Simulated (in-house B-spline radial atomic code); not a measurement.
RPA and G0W0 on LDA exchange-only: neutral argon

Configuration [Ne] 3s2 3p6, mean-field start LDA exchange-only. Computed with a B-spline radial code for spherical atoms: all electrons, scalar-relativistic (spin-free one-electron X2C), finite nucleus, each spin shell either full or empty, empty states to l = 9 with an (l + 1/2)⁻⁴ tail; G0W0 by contour deformation at full frequency.

Command:
```bash
python run_gw.py task.json out
```
Settings (radii: box in bohr, nucleus in fm):
```
Z                        18
electrons                18
configuration            [Ne] 3s2 3p6
hamiltonian              x2c
method                   lda,
lmax                     9
rms_radius               3.4274
spin_polarised           False
box_radius               40
intervals                74
```

Cost of the run: 2.6 s on 1 thread of Arm Neoverse N1, with other jobs on the host.

Energies (hartree):

| term | value |
| --- | --- |
| mean-field total | -526.32172 |
| Hartree-Fock functional on these orbitals | -528.60968 |
| direct second order | -1.325 |
| second-order exchange | 0.44716 |
| SOSEX correction | 0.3972 |

(1) What is the RPA correlation energy, and what remains with SOSEX?

Quasi-particle levels (eV):

| level | occupied | mean field | Σx - vxc | Σc | QP weight | G0W0 |
| --- | --- | --- | --- | --- | --- | --- |
| 3p | yes | -9.066 | -7.33 | ? | ? | ? |

G0W0 = mean field + (Σx - vxc) + Σc, with Σc (partial-wave tail included) taken at the quasi-particle energy. Only the outer levels were computed. Levels of low weight are left out.

(2) Where does G0W0 put 3p?

Answers

(1) RPA gives -1.117 hartree (-1.69 eV per electron); RPA + SOSEX gives -0.71984, and the second-order doubles -0.87779 hartree (no singles). RPA lacks exchange-type terms and so overcorrelates at short range.

(2) At -15.385 eV, with Σc = 1.01 eV and a quasi-particle weight of 0.784. The tabulated removal energy is 15.760 eV (NIST, measured); the calculation leaves out spin-orbit coupling, Breit and QED terms, and what these don't explain is the method's own error.
